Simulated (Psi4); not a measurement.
# CH4O (methanol): the HOMO–LUMO gap, rung by rung

The species is CH4O (6 atoms), meant as a singlet with charge 0. As SMILES, `CO`. Geometry: optimised at PBE0/def2-TZVP.

Each level gives the HOMO–LUMO gap (eV). The values are calculated.

```tsv
level	kind	program	value (eV)
PBE-D4/def2-TZVPP (density fitting)	GGA	Psi4	6.39
r2SCAN-D4/def2-TZVPP (density fitting)	meta-GGA	Psi4	7.59
B3LYP-D4/def2-TZVPP (density fitting)	global hybrid	Psi4	8.34
PBE0-D4/def2-TZVPP (density fitting)	global hybrid	Psi4	8.99
wB97M-V/def2-TZVPP (density fitting)	range-separated hybrid	Psi4	12.91
```

The values span 6.39 to 12.91 eV. Orbital gaps aren't excitation energies; they tend to grow with the share of exact exchange.
